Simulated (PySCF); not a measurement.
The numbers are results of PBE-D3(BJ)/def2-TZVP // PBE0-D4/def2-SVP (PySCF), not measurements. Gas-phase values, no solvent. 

Reference species (SMILES): `O` (neutral, multiplicity 1).

| Property | Result |
|---|---|
| dipole moment | 2.05 D |
| HOMO | -6.98 eV |

Changed species: `CO` (free base CH3OH; the reference has free base H2O).

**Question.** Predict the effect on the dipole moment and HOMO.

**Answer.** the dipole moment drops by 0.47 D, to 1.58 D; the HOMO rises by 0.81 eV, to -6.17 eV.
